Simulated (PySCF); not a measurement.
C₅H₇F.
Atom-mapped SMILES: `[CH3:1][C:2]#[C:3][C@@H:4]([CH3:5])[F:6]` (hydrogens: H7, H8, H9 on C1; H10 on C4; H11, H12, H13 on C5)

Method: PBE0-D3(BJ)/def2-SVP geometry optimisation, gas phase in PySCF 2.14.0; density fitting, grid level 1; the optimiser is geomeTRIC in internal coordinates, started from a GFN2-xTB structure with every atom displaced at random (about 0.01 Å).

The end geometry, which sets the zero of energy:
```
atom  x, y, z in Å
C1      2.6913    0.5365    0.2601
C2      1.3302    0.0410    0.1527
C3      0.1962   -0.3771    0.0650
C4     -1.1797   -0.8656   -0.0303
C5     -2.1845    0.2497   -0.2386
F6     -1.2933   -1.7663   -1.0742
H7      2.7084    1.6318    0.3715
H8      3.2085    0.0986    1.1281
H9      3.2713    0.2822   -0.6409
H10    -1.4215   -1.4203    0.8950
H11    -1.9505    0.7989   -1.1617
H12    -3.1962   -0.1725   -0.3213
H13    -2.1591    0.9540    0.6049
```

**Question.** These geometries come from the run, each turned onto the end geometry. Order them by energy, lowest first.
A.
```
atom  x, y, z in Å
C1      2.6925    0.5150    0.2532
C2      1.3139    0.0372    0.1440
C3      0.1736   -0.3702    0.0883
C4     -1.1306   -0.8660   -0.0357
C5     -2.1725    0.2551   -0.2147
F6     -1.2480   -1.7062   -1.1417
H7      2.6874    1.6243    0.1707
H8      3.1256    0.2495    1.1921
H9      3.2695    0.1337   -0.5472
H10    -1.4223   -1.4994    0.8421
H11    -1.9236    0.8529   -1.0729
H12    -3.1635   -0.1454   -0.3282
H13    -2.1809    0.9104    0.6607
```
B.
```
atom  x, y, z in Å
C1      2.6884    0.5384    0.2568
C2      1.3310    0.0365    0.1761
C3      0.2021   -0.3818    0.0506
C4     -1.1888   -0.8734   -0.0335
C5     -2.1807    0.2464   -0.2470
F6     -1.2964   -1.7910   -1.0531
H7      2.7082    1.6333    0.3373
H8      3.2195    0.1193    1.1337
H9      3.2618    0.2606   -0.6528
H10    -1.4151   -1.3957    0.9148
H11    -1.9135    0.8690   -1.1138
H12    -3.1904   -0.1685   -0.4021
H13    -2.2052    0.8976    0.6434
```
C.
```
atom  x, y, z in Å
C1      2.6915    0.5355    0.2571
C2      1.3301    0.0378    0.1599
C3      0.1972   -0.3790    0.0531
C4     -1.1794   -0.8652   -0.0277
C5     -2.1830    0.2518   -0.2393
F6     -1.3052   -1.7782   -1.0580
H7      2.7076    1.6325    0.3550
H8      3.2153    0.1093    1.1255
H9      3.2646    0.2710   -0.6433
H10    -1.4143   -1.4068    0.9073
H11    -1.9181    0.8356   -1.1318
H12    -3.1852   -0.1777   -0.3771
H13    -2.2000    0.9241    0.6296
```
D.
```
atom  x, y, z in Å
C1      2.6912    0.5368    0.2573
C2      1.3303    0.0367    0.1681
C3      0.1985   -0.3809    0.0508
C4     -1.1843   -0.8693   -0.0310
C5     -2.1826    0.2498   -0.2423
F6     -1.3037   -1.7862   -1.0540
H7      2.7096    1.6343    0.3463
H8      3.2207    0.1159    1.1271
H9      3.2626    0.2657   -0.6458
H10    -1.4152   -1.4021    0.9098
H11    -1.9125    0.8520   -1.1210
H12    -3.1873   -0.1722   -0.3917
H13    -2.2064    0.9102    0.6368
```

**Answer.** C (0.003 eV), D (0.006 eV), B (0.017 eV), A (0.180 eV).

In the order of the answer:

```json
{"step": "3", "E above end (eV)": "0.003", "largest force (eV/Å)": "0.08", "rms force component (eV/Å)": "0.025", "rms distance from end (Å)": "0.030", "rms bond change (Å)": "0.001", "bond most changed (Å)": "C1–H9 -0.002"}
{"step": "2", "E above end (eV)": "0.006", "largest force (eV/Å)": "0.28", "rms force component (eV/Å)": "0.062", "rms distance from end (Å)": "0.039", "rms bond change (Å)": "0.002", "bond most changed (Å)": "C3–C4 +0.006"}
{"step": "1", "E above end (eV)": "0.017", "largest force (eV/Å)": "0.68", "rms force component (eV/Å)": "0.185", "rms distance from end (Å)": "0.046", "rms bond change (Å)": "0.006", "bond most changed (Å)": "C3–C4 +0.014"}
{"step": "0", "E above end (eV)": "0.180", "largest force (eV/Å)": "3.12", "rms force component (eV/Å)": "0.858", "rms distance from end (Å)": "0.107", "rms bond change (Å)": "0.028", "bond most changed (Å)": "C3–C4 -0.063"}
```

The cost below is that of the whole optimisation. Time: 35 s of wall time; peak memory 0.50 GiB. Hardware: Arm Neoverse V2, one thread, no GPU, shared host with 192 logical CPUs at a one-minute load of 83.
